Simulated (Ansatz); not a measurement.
# Structure relaxation of SnC2

Level of theory: DFT PBE, scalar-relativistic, plane waves, PAW (Ansatz). Cutoff 420 eV, Γ-centred k mesh, Gaussian smearing, no spin polarisation in the final step.

The start puts SnC2 on the cuprite structure type (Pn-3m, No. 224), with Sn in place of O, C in place of Cu, at a guessed volume.

```yaml
crystal:
  lattice:
    - [4.51944, 0.00000, 0.00000]
    - [0.00000, 4.51944, 0.00000]
    - [0.00000, 0.00000, 4.51944]
  atoms:
    - { symbol: Sn, position: [0.00000, 0.00000, 0.00000] }
    - { symbol: Sn, position: [0.50000, 0.50000, 0.50000] }
    - { symbol: C, position: [0.25000, 0.25000, 0.25000] }
    - { symbol: C, position: [0.25000, 0.75000, 0.75000] }
    - { symbol: C, position: [0.75000, 0.75000, 0.25000] }
    - { symbol: C, position: [0.75000, 0.25000, 0.75000] }
```

Cell and atoms relax at zero pressure; the relaxation can't lower the symmetry of the start. After a coarse first stage the cell is made exact in the group found at 0.06 Å.

The zero of energy is the elements' standard structures at the same level; no fitted shifts are applied.

Question: Describe the relaxed structure.

Answer: It keeps Pn-3m (No. 224). The result has the cuprite structure. Conventional cell: a = 4.819 Å. Around Sn lie 4 C at 2.09 Å; around C lie 2 Sn at 2.09 Å.

```
Sn C
1.0
     4.81938    0.00000    0.00000
     0.00000    4.81938    0.00000
     0.00000    0.00000    4.81938
Sn C
2 4
Direct
  0.00000 0.00000 0.00000
  0.50000 0.50000 0.50000
  0.25000 0.25000 0.25000
  0.25000 0.75000 0.75000
  0.75000 0.75000 0.25000
  0.75000 0.25000 0.75000
```

Question: What are its volume, energy, density and gap?

Answer: The volume per atom is 18.66 Å³ and the density is 4.23 g/cm³. The energy over the elements is 3.09 eV/atom and the gap on the 8×8×8 mesh is 0 eV (a metal).

The final run used a 8×8×8 mesh on its 6-atom cell and 0.10 eV smearing. For metals, differences of a few meV/atom aren't resolved. A structure relaxed within its symmetry needn't be a true minimum. The steps took of the order of 60 core-seconds in all.

Cost: 3 runs of about 0.94 core-minutes in all, on Intel Xeon Platinum 8259CL (Skylake/Cascade Lake) (shared hosts).